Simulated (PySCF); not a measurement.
Coordinates in bohr (charge 0 multiplicity 1):
```
P     0.0000    0.1301    0.0000
H     0.0000   -1.3330    2.2491
H     1.9478   -1.3330   -1.1245
H    -1.9478   -1.3330   -1.1245
```

Level of theory: PBE0 in PySCF with P def2-TZVP, H def2-TZVP; no relativity; density-fitted integrals.

This geometry of PH3 is a stationary point at this level.

What is the point group?

C3v.

Is it a minimum?

Yes: all harmonic wavenumbers are real.

List the harmonic modes with their infrared intensities.


```tsv
symmetry	ω (cm⁻¹)	IR (km/mol, summed over degenerate members)	type
a1	1004	15.2	bend
e	1135	19.0	bend
a1	2411	26.0	stretch
e	2423	109	stretch
```

In C3v the vibrations span 2a1 + 2e.
